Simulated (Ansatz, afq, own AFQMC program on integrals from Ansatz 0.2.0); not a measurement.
GeH₂⁻, quartet: AFQMC among the cluster methods

```tsv
atom	x (Å)	y (Å)	z (Å)
Ge	0.0000	-0.0307	0.0000
H	0.0000	1.1080	-1.1584
H	0.0000	1.1080	1.1584
```

Basis aug-cc-pVTZ. Noble-gas cores (and the filled d shells of Ga–Kr and In–Xe) are frozen. Ansatz 0.2.0 and our own AFQMC program on the same integrals; the CISD trial comes from CCSD amplitudes, and released means the phaseless constraint is let go. Error bars are statistical, one sigma. No spin–orbit coupling.

Determinant: UHF, the one that the program's search chose, which needn't be the lowest solution. The geometry is a PBE0/def2-TZVPD stationary point of this or a neighbouring charge and spin state.

No full CI on the walks' own integrals is used here; CCSDT(Q) serves as the reference and is uncertain by about the last step of the cluster series.

Cautions: no relativity below Rb; no spin-orbit coupling; inner d shell frozen; another spin lies lower (by 3.06 eV); at this level and basis the anion state lies above a neutral one; raised T1 diagnostic (T1 0.046, weight of the determinant 0.89, largest double 0.04); the ph-AFQMC/CISD walk drifts between its halves (2.6 errors).

- T1 diagnostic: 0.0457
- weight of the determinant in the CISD state: 0.893
- ⟨S²⟩ of the determinant: 3.757
- size of the correlated space: 7 electrons in 91 orbitals

Reference: CCSDT(Q), correlation energy -3.364 eV. The released energy is read at 2.40 1/Eh (meV from the phaseless value at times in 1/Eh: -1 ± 3 at 0.24, -7 ± 3 at 0.51, -11.4 ± 2.5 at 0.99, -7 ± 3 at 1.62, -11 ± 3 at 2.40).

```csv
level,E − E(reference) (meV),share of correlation (%)
HF,3364.0,0.00
MP2,779.6,76.83
CCSD,149.6,95.55
CCSD(T),32.4,99.04
CCSDT,4.1,99.88
ph-AFQMC/HF,61.8 ± 20.9,98.16
ph-AFQMC/CISD,13.8 ± 3.7,99.59
released AFQMC,2.6 ± 3.3,99.92
```

A walk keeps the symmetry of its determinant, which the program's search chose and which needn't be the lowest solution, so a lower state of the same spin and another symmetry isn't excluded. Released energies are given only where the last usable release times agree within the noise; a slower fall can still hide under it.
